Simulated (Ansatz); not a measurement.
The same path of BClH2 + H (5 atoms, charge 0, multiplicity 2) was run twice with different band settings. Lost on the way: B1–Cl2. Made: Cl2–H5.

Computed with Ansatz 0.2.0, UKS PBE/def2-SVP.

Relaxed end points:

```xyz
5
Properties=species:S:1:pos:R:3
B 0.000 0.000 -0.234
Cl 0.000 0.000 1.513
H 1.069 0.000 -0.804
H -1.069 0.000 -0.804
H 0.000 0.000 5.029
```

```xyz
5
Properties=species:S:1:pos:R:3
B 0.000 0.000 -0.472
Cl 0.000 0.000 2.925
H 1.097 0.000 -0.989
H -1.097 0.000 -0.989
H 0.000 0.000 4.226
```

Common settings: movable images 7; climbing image yes; spring 5.0 eV/Å²; optimiser quadratic models (default); start path through a guess of the saddle point; iteration limit 60; end points relaxed.

| run | force threshold |
| --- | --- |
| 1 | 0.03 eV/Å |
| 2 | 0.2 eV/Å |

Task: What does each run give, and how far can it be trusted?

Result: Run 1: converged after 7 iterations, highest image 1.317 eV above the first end. A vibrational analysis at the climbing image gives 2 clearly imaginary modes (803i, 301i cm⁻¹): a point of higher order. A lower path may pass nearby, or the ends, which weren't checked, may share the extra mode.
Run 2: converged after 6 iterations, highest image 1.317 eV above the first end. The threshold of 0.2 eV/Å is loose, so the images may lie well off the minimum-energy path. Another band between the same ends (7 images) ends at a top of the same energy, where a vibrational analysis finds 2 clearly imaginary modes.
